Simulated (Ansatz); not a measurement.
Reaction (SMILES): P (PH3) → 3 H atom + P atom
B3LYP-D3(BJ)/def2-TZVP geometries, fixed; electronic energies without zero-point terms.

The atomisation energy at MP2 with Ansatz (a first-principles code), in kcal/mol, split into its Hartree-Fock and correlation parts. Cores are frozen. Open shells are unrestricted. No added dispersion term, no relativity. Functions are those of the species that has most.

```csv
basis,X,functions,Hartree-Fock,MP2
cc-pV(D+d)Z,2,38,168.81,213.00
cc-pV(T+d)Z,3,81,172.08,226.43
cc-pV(Q+d)Z,4,154,172.62,231.05
cc-pV(5+d)Z,5,265,172.72,232.60
```

Worked estimate of the basis-set limit from each neighbouring pair, with Hartree-Fock from the larger set and the correlation part extrapolated as X^-3.
Correlation parts: X = 2: 44.19, X = 3: 54.35, X = 4: 58.43, X = 5: 59.88.
- (2,3): (27·(54.35) - 8·(44.19))/19 = 58.63; with Hartree-Fock 172.08 the estimate is 230.71 kcal/mol.
- (3,4): (64·(58.43) - 27·(54.35))/37 = 61.41; with Hartree-Fock 172.62 the estimate is 234.03 kcal/mol.
- (4,5): (125·(59.88) - 64·(58.43))/61 = 61.40; with Hartree-Fock 172.72 the estimate is 234.12 kcal/mol.
The last two estimates differ by 0.09 kcal/mol; the largest set lies 1.52 from the last. Over the last step Hartree-Fock moves by 0.10 and the correlation part by 1.45.
